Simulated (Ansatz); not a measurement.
This geometry of C3H6FN (11 atoms, charge 0, multiplicity 1) is a first-order saddle point.

These are results of RHF/def2-SVP (Ansatz 0.2.0), not measurements.

```xyz
11
Properties=species:S:1:pos:R:3
C 0.688 1.168 1.099
C 0.444 0.043 0.155
F 1.553 -0.677 -0.109
C -0.686 -0.319 -0.428
N -0.840 -1.375 -1.292
H -0.231 1.724 1.281
H 1.435 1.857 0.697
H 1.064 0.798 2.056
H -1.578 0.255 -0.218
H -1.724 -1.581 -1.693
H -0.063 -1.950 -1.527
```

(1) Which two structures does it join? (They come from a converged band through this point; their orientation in space is the band's.)

(2) How far does it lie above each of them?

## Answers

(1) No bond is made or broken. The height of N5 over the plane of its neighbours goes from 0.31 to -0.31 Å. The two ends are copies of one structure, up to a mirror image or an exchange of like atoms.

Image 0:

```xyz
11
Properties=species:S:1:pos:R:3
C 0.687 1.168 1.073
C 0.425 0.028 0.152
F 1.535 -0.669 -0.146
C -0.725 -0.369 -0.361
N -0.917 -1.506 -1.144
H -0.231 1.715 1.280
H 1.414 1.855 0.635
H 1.100 0.811 2.019
H -1.617 0.192 -0.116
H -1.546 -1.364 -1.910
H -0.061 -1.918 -1.461
```

Image 8:

```xyz
11
Properties=species:S:1:pos:R:3
C 0.679 1.142 1.105
C 0.430 0.044 0.131
F 1.530 -0.683 -0.129
C -0.692 -0.266 -0.492
N -0.835 -1.251 -1.468
H -0.237 1.696 1.304
H 1.428 1.837 0.719
H 1.057 0.740 2.047
H -1.574 0.324 -0.282
H -1.679 -1.783 -1.377
H -0.042 -1.858 -1.537
```

(2) 0.085 eV above the first and 0.085 eV above the second. This is the barrier of this one path; another mechanism may lie lower.

Run time: 3.1 min on 1 thread of Intel(R) Xeon(R) Platinum 8259CL CPU @ 2.50GHz (Skylake/Cascade Lake), with other jobs on the host, peak memory 0.22 GiB.
